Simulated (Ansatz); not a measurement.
Input for Ansatz (development build ahead of 0.2.0):

```yaml
crystal:
  periodic: [false, false, false]
  atoms:
    - { symbol: S, position_ang: [-0.05281, 0.03507, -0.04007] }
    - { symbol: O, position_ang: [2.12041, -0.04798, 0.03968] }
    - { symbol: O, position_ang: [-1.1208, 1.93319, -0.01928] }
    - { symbol: O, position_ang: [-1.10985, -1.9194, 0.05102] }
basis:
  gaussian: { orbitals: def2-SVP }
hamiltonian:
  xc: hf
```

The input is written out in the form of the current development build from the run's settings.

Results

* Converged: yes
* Total energy: -621.14638 hartree
* Spin squared of the determinant: 0.000

Caution: stretched shape with no unrestricted run beside it, a lower state can exist.
